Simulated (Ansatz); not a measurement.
**Worked example: correlation energy of Si–BH₂, doublet**

Geometry: a PBE0/def2-TZVP stationary point for this spin, not checked as a minimum.

```xyz
4

Si    0.0000    0.0000    0.6345
B     0.0000    0.0000   -1.2907
H     0.0000   -1.0258   -1.9185
H     0.0000    1.0258   -1.9185
```

Basis cc-pVTZ; Ansatz 0.2.0. Only valence electrons are correlated (noble-gas cores frozen), which leaves 9 electrons in 86 orbitals. Prefix R: restricted or restricted open-shell reference; prefix U: unrestricted.

Full CI isn't at hand for all of this; UCCSDT(Q) serves as the reference, and is uncertain by the last step of the cluster series or more.

UCCSD has a T1 diagnostic of 0.024 and a largest doubles amplitude of 0.07.

The cluster runs stand on a determinant 0.02 eV above the lowest UHF solution, chosen by a search with trial CCSD; the correlation energy below is counted from it.

Runs differ by some tens of microhartree through their thresholds and, for an open shell, their frozen cores, so steps under 0.03 kcal/mol mean nothing.

```tsv
level	total energy (hartree)
UHF determinant under the cluster runs	-314.699011
UMP2	-314.877537
UCCSD	-314.913248
UCCSD(T)	-314.921559
UCCSDT	-314.922993
UCCSDT(Q)	-314.923395
```

Problem. What is the correlation energy at UCCSDT(Q), and what share of it do UMP2 and UCCSD recover?

Solution. E(corr) = -314.923395 − (-314.699011) = -0.224384 hartree = -6.106 eV. UMP2: -0.178526 / -0.224384 = 79.56 %. UCCSD: -0.214237 / -0.224384 = 95.48 %.

Problem. By how many kcal/mol does UCCSD(T) miss UCCSDT(Q) (1 hartree = 627.509 kcal/mol), and which steps make up the rest?

Solution. -314.921559 − (-314.923395) = 0.001836 hartree = 1.15 kcal/mol. Steps: UCCSDT − UCCSD(T) = -0.90, UCCSDT(Q) − UCCSDT = -0.25 kcal/mol. Differences between like states or geometries often cancel part of this.
